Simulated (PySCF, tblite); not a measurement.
# 2-methylbutanenitrile: a rotation path, then NMR shifts on frames, part 2 of 2

tblite 0.8.0 and PySCF 2.14.0. Atoms count from 0. Earlier steps stand in the parts before.

## (5) Shielding tensors: image 4, PBE0/pcSseg-1

Job settings and geometry (Å):

```
{"job": {"kind": "nmr", "xc": "PBE0", "basis": "pcSseg-1", "pop": false}, "charge": 0, "multiplicity": 1}
C      1.588300     0.820500     0.526400
C      0.804200    -0.479800     0.381600
C     -0.389400    -0.373100    -0.600300
C     -1.718800    -0.751400     0.065000
C     -0.524700     0.961100    -1.141400
N     -0.664100     2.006900    -1.581500
H      0.943900     1.619000     0.888200
H      2.007700     1.129400    -0.428600
H      2.403500     0.686300     1.233600
H      0.425500    -0.771900     1.362900
H      1.481800    -1.267600     0.045800
H     -0.223500    -1.036600    -1.459000
H     -2.538400    -0.670400    -0.646300
H     -1.924700    -0.088900     0.903900
H     -1.675700    -1.775600     0.427900
```

Method: GIAO PBE0/pcSseg-1 NMR shielding, non-relativistic, gas phase.

Log:

```text
coarse grid: 12072 points
cycle   1  E = -250.2540283534  dE =  5.534e-01  |g| = 4.773e-01  |ddm| = 3.318e+00
cycle   2  E = -250.1454224119  dE =  1.086e-01  |g| = 8.664e-01  |ddm| = 1.109e+00
cycle   3  E = -250.3058389861  dE = -1.604e-01  |g| = 1.652e-01  |ddm| = 7.191e-01
cycle   4  E = -250.3120053644  dE = -6.166e-03  |g| = 3.470e-02  |ddm| = 1.337e-01
cycle   5  E = -250.3122721822  dE = -2.668e-04  |g| = 6.811e-03  |ddm| = 3.519e-02
cycle   6  E = -250.3122831634  dE = -1.098e-05  |g| = 1.452e-03  |ddm| = 7.545e-03
cycle   7  E = -250.3122836318  dE = -4.684e-07  |g| = 3.970e-04  |ddm| = 1.617e-03
final grid: 115384 points
cycle   8  E = -250.3479857554  dE = -3.845e-05  |g| = 7.532e-03  |ddm| = 2.930e-02
cycle   9  E = -250.3479835846  dE =  2.171e-06  |g| = 8.144e-03  |ddm| = 1.285e-02
cycle  10  E = -250.3480003308  dE = -1.675e-05  |g| = 7.372e-04  |ddm| = 6.520e-03
cycle  11  E = -250.3480004103  dE = -7.947e-08  |g| = 4.586e-04  |ddm| = 8.924e-04
cycle  12  E = -250.3480004523  dE = -4.196e-08  |g| = 1.040e-04  |ddm| = 3.377e-04
cycle  13  E = -250.3480004547  dE = -2.406e-09  |g| = 2.052e-05  |ddm| = 9.254e-05
cycle  14  E = -250.3480004548  dE = -9.402e-11  |g| = 5.057e-06  |ddm| = 2.011e-05
converged SCF energy = -250.3480004548

GIAO shielding tensors (ppm)
atom      isotropic    diamagn.    paramagn.     s11        s22        s33       span
  0 C      170.828     247.515     -76.687    157.660    172.875    181.950     24.290
  1 C      160.404     247.457     -87.052    140.335    161.936    178.943     38.608
  2 C      162.278     248.377     -86.098    141.350    171.353    174.132     32.782
  3 C      162.868     246.152     -83.285    142.305    161.900    184.397     42.092
  4 C       60.448     262.172    -201.724    -60.076    -52.000    293.421    353.497
  5 N      -33.730     341.126    -374.856   -202.010   -187.560    288.381    490.390
  6 H       30.227      30.965      -0.739     26.146     29.252     35.282      9.136
  7 H       30.373      30.290       0.083     26.239     28.754     36.125      9.886
  8 H       30.606      28.568       2.038     25.801     27.685     38.331     12.530
  9 H       30.690      31.793      -1.104     25.518     30.768     35.783     10.265
 10 H       29.864      30.776      -0.912     25.020     28.492     36.080     11.060
 11 H       28.985      30.260      -1.275     25.534     26.696     34.724      9.191
 12 H       30.247      28.499       1.748     25.615     27.919     37.206     11.591
 13 H       30.402      29.939       0.463     26.849     29.076     35.282      8.434
 14 H       30.559      29.455       1.104     26.266     28.182     37.229     10.963
```

It took 40 s on 1 thread, shared host.

Key values: δ C4 126.5, C1 26.5, C2 24.6, C3 24.1, H11 2.73, H10 1.85 ppm.

## (6) NMR shieldings: image 6, PBE0/pcSseg-1

Job settings and geometry (Å):

```
{"job": {"kind": "nmr", "xc": "PBE0", "basis": "pcSseg-1", "pop": false}, "charge": 0, "multiplicity": 1}
C      1.394900     0.812700     0.696900
C      0.893400    -0.545700     0.218400
C     -0.376400    -0.452100    -0.655400
C     -1.662700    -0.565500     0.171900
C     -0.410900     0.790600    -1.392500
N     -0.464900     1.779400    -1.964300
H      0.625300     1.341900     1.254300
H      1.686200     1.429700    -0.150300
H      2.262100     0.683100     1.339900
H      0.667900    -1.176800     1.080800
H      1.690600    -1.031800    -0.348100
H     -0.369300    -1.263600    -1.394400
H     -2.534800    -0.481800    -0.473400
H     -1.712200     0.219700     0.923300
H     -1.693700    -1.531700     0.671000
```

Level: GIAO PBE0/pcSseg-1 NMR shielding, non-relativistic, gas phase.

Log:

```text
coarse grid: 12072 points
cycle   1  E = -250.2566297559  dE =  5.551e-01  |g| = 4.777e-01  |ddm| = 3.298e+00
cycle   2  E = -250.1483445353  dE =  1.083e-01  |g| = 8.654e-01  |ddm| = 1.093e+00
cycle   3  E = -250.3085132849  dE = -1.602e-01  |g| = 1.654e-01  |ddm| = 7.086e-01
cycle   4  E = -250.3146743489  dE = -6.161e-03  |g| = 3.584e-02  |ddm| = 1.344e-01
cycle   5  E = -250.3149579724  dE = -2.836e-04  |g| = 7.009e-03  |ddm| = 3.622e-02
cycle   6  E = -250.3149696184  dE = -1.165e-05  |g| = 1.408e-03  |ddm| = 7.819e-03
cycle   7  E = -250.3149700592  dE = -4.408e-07  |g| = 3.861e-04  |ddm| = 1.638e-03
final grid: 115384 points
cycle   8  E = -250.3511847129  dE = -3.663e-05  |g| = 7.732e-03  |ddm| = 2.827e-02
cycle   9  E = -250.3511820071  dE =  2.706e-06  |g| = 8.458e-03  |ddm| = 1.306e-02
cycle  10  E = -250.3511999834  dE = -1.798e-05  |g| = 5.689e-04  |ddm| = 6.712e-03
cycle  11  E = -250.3512000357  dE = -5.222e-08  |g| = 3.387e-04  |ddm| = 7.547e-04
cycle  12  E = -250.3512000566  dE = -2.091e-08  |g| = 1.262e-04  |ddm| = 2.853e-04
cycle  13  E = -250.3512000600  dE = -3.436e-09  |g| = 2.104e-05  |ddm| = 9.520e-05
cycle  14  E = -250.3512000601  dE = -9.658e-11  |g| = 4.911e-06  |ddm| = 2.136e-05
converged SCF energy = -250.3512000601

GIAO shielding tensors (ppm)
atom      isotropic    diamagn.    paramagn.     s11        s22        s33       span
  0 C      173.822     248.082     -74.260    161.836    176.324    183.307     21.472
  1 C      159.561     247.269     -87.709    146.111    157.017    175.554     29.443
  2 C      161.793     248.101     -86.307    145.218    168.745    171.418     26.200
  3 C      164.963     246.748     -81.785    141.905    166.466    186.518     44.613
  4 C       60.721     262.117    -201.396    -59.210    -52.458    293.830    353.040
  5 N      -35.016     340.943    -375.959   -203.120   -189.218    287.290    490.410
  6 H       30.639      31.040      -0.401     26.274     29.530     36.113      9.839
  7 H       30.093      30.718      -0.625     25.423     29.275     35.581     10.158
  8 H       30.618      28.809       1.809     25.879     27.666     38.308     12.429
  9 H       30.585      31.616      -1.031     25.975     29.751     36.030     10.055
 10 H       29.900      30.606      -0.706     24.698     28.474     36.527     11.829
 11 H       29.011      30.059      -1.048     25.700     26.236     35.098      9.398
 12 H       30.241      28.730       1.510     25.619     28.041     37.061     11.443
 13 H       30.222      30.214       0.007     26.270     29.483     34.912      8.642
 14 H       30.717      29.744       0.973     26.298     28.199     37.653     11.356
```

Wall time 41 s (1 thread, shared host).

In short: δ C4 126.2, C1 27.4, C2 25.1, C3 22.0, H11 2.71, H10 1.82 ppm.

## (7) Shielding tensors: image 8, PBE0/pcSseg-1

Job settings and geometry (Å):

```
{"job": {"kind": "nmr", "xc": "PBE0", "basis": "pcSseg-1", "pop": false}, "charge": 0, "multiplicity": 1}
C      1.239100     0.718200     0.889300
C      0.953400    -0.543900     0.083800
C     -0.375800    -0.486900    -0.691500
C     -1.599000    -0.365500     0.223100
C     -0.354400     0.618800    -1.622000
N     -0.336700     1.497700    -2.353100
H      0.513300     0.850200     1.687600
H      1.212400     1.595300     0.246200
H      2.226600     0.653200     1.340000
H      0.925100    -1.408600     0.751200
H      1.764200    -0.700500    -0.632100
H     -0.467700    -1.405700    -1.286300
H     -2.515200    -0.443300    -0.358600
H     -1.603300     0.592000     0.737700
H     -1.586400    -1.163100     0.962900
```

Method: GIAO PBE0/pcSseg-1 NMR shielding, non-relativistic, gas phase.

Log:

```text
coarse grid: 12072 points
cycle   1  E = -250.2602303465  dE =  5.552e-01  |g| = 4.787e-01  |ddm| = 3.284e+00
cycle   2  E = -250.1512551401  dE =  1.090e-01  |g| = 8.678e-01  |ddm| = 1.082e+00
cycle   3  E = -250.3124221323  dE = -1.612e-01  |g| = 1.639e-01  |ddm| = 7.022e-01
cycle   4  E = -250.3184501441  dE = -6.028e-03  |g| = 3.667e-02  |ddm| = 1.336e-01
cycle   5  E = -250.3187465353  dE = -2.964e-04  |g| = 7.348e-03  |ddm| = 3.725e-02
cycle   6  E = -250.3187593400  dE = -1.280e-05  |g| = 1.404e-03  |ddm| = 8.182e-03
cycle   7  E = -250.3187597764  dE = -4.364e-07  |g| = 3.854e-04  |ddm| = 1.663e-03
final grid: 115384 points
cycle   8  E = -250.3547073504  dE = -3.904e-05  |g| = 7.512e-03  |ddm| = 2.991e-02
cycle   9  E = -250.3547040466  dE =  3.304e-06  |g| = 8.383e-03  |ddm| = 1.270e-02
cycle  10  E = -250.3547216730  dE = -1.763e-05  |g| = 9.104e-04  |ddm| = 6.760e-03
cycle  11  E = -250.3547218017  dE = -1.288e-07  |g| = 5.063e-04  |ddm| = 9.985e-04
cycle  12  E = -250.3547218541  dE = -5.232e-08  |g| = 8.845e-05  |ddm| = 3.518e-04
cycle  13  E = -250.3547218558  dE = -1.764e-09  |g| = 1.977e-05  |ddm| = 8.628e-05
cycle  14  E = -250.3547218559  dE = -8.833e-11  |g| = 4.587e-06  |ddm| = 2.132e-05
converged SCF energy = -250.3547218559

GIAO shielding tensors (ppm)
atom      isotropic    diamagn.    paramagn.     s11        s22        s33       span
  0 C      176.919     248.353     -71.435    167.979    175.937    186.840     18.861
  1 C      156.746     247.122     -90.376    147.124    152.134    170.979     23.855
  2 C      161.182     248.260     -87.078    150.249    165.186    168.113     17.863
  3 C      168.211     247.080     -78.869    150.016    166.770    187.848     37.832
  4 C       60.020     261.712    -201.693    -61.586    -52.794    294.438    356.024
  5 N      -31.065     340.781    -371.846   -201.583   -185.064    293.453    495.035
  6 H       30.668      30.937      -0.268     25.772     29.943     36.290     10.518
  7 H       30.313      30.887      -0.574     25.546     29.658     35.735     10.190
  8 H       30.623      28.943       1.680     25.972     27.682     38.215     12.243
  9 H       30.309      31.195      -0.886     25.916     28.639     36.373     10.457
 10 H       29.873      30.720      -0.848     24.994     28.475     36.150     11.156
 11 H       29.025      29.853      -0.828     25.838     26.093     35.144      9.306
 12 H       30.192      28.783       1.409     25.779     27.868     36.927     11.148
 13 H       30.175      30.466      -0.290     26.064     29.831     34.630      8.567
 14 H       30.902      30.111       0.791     26.399     28.401     37.906     11.507
```

Wall time 40 s (1 thread, shared host).

Key values: δ C4 126.9, C1 30.2, C2 25.7, C3 18.7, H11 2.69, H10 1.84 ppm.

## (8) Comparing the runs: NMR shifts

Shifts (ppm) of some atoms, chosen among heavy atoms and hydrogens apart, with basis size and wall time:

```
  frame    C1    C2    C3    C0    H6    H7     N5  functions  time
image 0  33.3  28.7  22.2  15.5  1.63  0.87  298.2        147  56 s
image 2  29.7  26.8  22.9  15.6  1.74  0.98  302.0        147  44 s
image 4  26.5  24.6  24.1  16.1  1.49  1.34  301.5        147  40 s
image 6  27.4  25.1  22.0  13.1  1.08  1.62  302.7        147  41 s
image 8  30.2  25.7  18.7  10.0  1.05  1.40  298.8        147  40 s
```

## (9) Summary of results

What follows sums up all 2 parts.

```
                                       quantity                                                     value
                                        barrier                        0.142 eV (3.3 kcal/mol) at image 4
                          end to end (GFN2-xTB)                                                  0.029 eV
¹³C shifts against TMS (PBE0/pcSseg-1, image 0)                         127.5, 33.3, 28.7, 22.2, 15.5 ppm
 ¹H shifts against TMS (PBE0/pcSseg-1, image 0)  2.11, 1.63, 1.62, 1.51, 1.45, 1.34, 1.26, 1.14, 0.87 ppm
¹⁵N shifts against NH3 (PBE0/pcSseg-1, image 0)                                                 298.2 ppm
          surface potential, 1st and 99th percentile                                        -1.87 V and 1.10 V
                       range of the shift of C1                                          26.5 to 33.3 ppm
```

Along the band the dihedral turns by 124°, and the top (dihedral -2°) lies 3.3 kcal/mol above the start (GFN2-xTB, rough), so at room temperature this motion is fast. Ends this close can change order at a higher level. The top was not checked by a frequency run. Shifts at one fixed geometry are not the observed spectrum, which averages over the motion. In the first frame run (image 0): The largest span, 486 ppm, is at N5, where the paramagnetic term is -372 ppm. Across the 5 runs the shift of C1 moves most, between 26.5 (image 4) and 33.3 ppm (image 0).
